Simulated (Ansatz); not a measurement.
Basis-set extrapolation for C4H6O, SMILES `COC1=CC1` (PBE0-D4/def2-TZVP geometry, frozen core, Ansatz). Multiplicity 1, RHF reference.

```csv
,def2-TZVPP,def2-QZVPP
HF,-229.800015,-229.810401
MP2 correlation,-0.888075,-0.948172
CCSD(T) correlation,-0.958285,not run
```

Energies in hartree. Use E(X) = E(∞) + A·exp(−7.88·√X) for Hartree–Fock and E(X) = E(∞) + B·X^(−2.97) for correlation, with X = 3 and 4, and add CCSD(T) minus MP2 of the smaller set to the MP2 limit.

Task: What is the CCSD(T) energy at the basis-set limit?

Result: HF limit: -229.810401 + (-0.010386) × 0.13774 = -229.81183. MP2 limit: -0.948172 + (-0.060097) × 0.74074 = -0.99269. Higher-order term: -0.958285 − (-0.888075) = -0.07021. Total: -230.87473 hartree, 73.1 kcal/mol below CCSD(T)/def2-TZVPP.
